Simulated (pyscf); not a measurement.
Optimised with ωB97X-D3(BJ)/def2-SVP in PySCF. Correlated levels are frozen-core, on RHF or UHF. ΔMP2 is the change of the MP2 total energy from the triple- to the quadruple-zeta basis.

Task: PBE/def2-TZVP puts the barrier of H₃C–SnH₃ (SMILES [CH3][SnH3]) + H• (SMILES [H]) → SnH₄ (SMILES [SnH4]) + CH₃• (SMILES [CH3]) (substitution at Sn; doublet surface; C–Sn broken, H–Sn formed) at 0.9 kcal/mol and the reaction energy at -5.7 kcal/mol, from the separated reactants. What do PBE0-D3(BJ)/def2-TZVP, M06-2X/def2-TZVP, CCSD(T)/def2-TZVPP + ΔMP2(QZVPP) give on the same structures?

Result: PBE0-D3(BJ): ΔE‡ = 4.9 kcal/mol, ΔE = -6.0 kcal/mol; M06-2X: ΔE‡ = 9.3 kcal/mol, ΔE = -4.9 kcal/mol; CCSD(T): ΔE‡ = 7.9 kcal/mol, ΔE = -6.7 kcal/mol. PBE's barrier lies under all of them, by 4.0 to 8.4 kcal/mol. Its reaction energy lies among theirs. Low barriers are usual for a GGA, whose delocalisation error favours stretched bonds. One saddle was located; it need not be the lowest between these sides. The angle at the attacked Sn is 180°. The CCSD(T) − MP2 part came from Ansatz, without density fitting, on the same reference. The frozen core leaves the outer d or s,p core shells of the metals and heavy elements correlated in the MP2 and CC values, and def2-TZVPP describes them poorly, which can shift differences by a few kcal/mol. Elements past Kr carry the def2 core potentials, without spin-orbit coupling.
